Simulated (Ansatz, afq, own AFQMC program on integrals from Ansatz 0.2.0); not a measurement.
Where AFQMC and coupled cluster stand for HBr2, doublet

```xyz
3

Br    0.0000    0.0000   -2.0033
H     0.0000    0.0000    0.2367
Br    0.0000    0.0000    1.7667
```

Connectivity, by distances: Br ··· BrH.

Basis cc-pVTZ. Noble-gas cores (and the filled d shells of Ga–Kr and In–Xe) are frozen. AFQMC by an in-house program on the Cholesky factors that Ansatz 0.2.0 writes for its CCSD(T) run. The CISD trial takes its coefficients from CCSD amplitudes. Released means that phaseless walkers are propagated on without the constraint, phases kept. ± is one standard error of the sampling. No spin–orbit coupling.

Determinant: UHF, the one that the program's search chose, which needn't be the lowest solution. The geometry is a point of a scan.

No full CI on the walks' own integrals is used here; CCSDT(Q) serves as the reference and is uncertain by about the last step of the cluster series.

Cautions: no relativity below Rb; no spin-orbit coupling; inner d shell frozen.

The T1 diagnostic is 0.0073 and the weight of the determinant in the CISD state is 0.862. The ⟨S²⟩ of the determinant is 0.759. The size of the correlated space is 15 electrons in 72 orbitals.

```csv
level,correlation energy (eV)
MP2,-8.5443
CCSD,-9.5561
CCSD(T),-9.8811
```

Problem. Estimate where AFQMC with the constraint released lies against CCSD(T) on the same integrals.

Solution. 0.79 ± 0.13 kcal/mol below CCSD(T).

Reference: CCSDT(Q), correlation energy -9.921 eV. The released energy is read at 1.50 1/Eh (meV from the phaseless value at times in 1/Eh: -6 ± 6 at 0.24, -6 ± 6 at 0.51, -16 ± 7 at 0.99, -1 ± 6 at 1.50).

```csv
level,E − E(reference) (kcal/mol),share of correlation (%)
CCSD(T),0.92,99.60
CCSDT,0.27,99.88
ph-AFQMC/CISD,0.16 ± 0.14,99.93
released AFQMC,0.13 ± 0.13,99.94
```

A walk keeps the symmetry of its determinant, which the program's search chose and which needn't be the lowest solution, so a lower state of the same spin and another symmetry isn't excluded. Released energies are given only where the last usable release times agree within the noise; a slower fall can still hide under it.
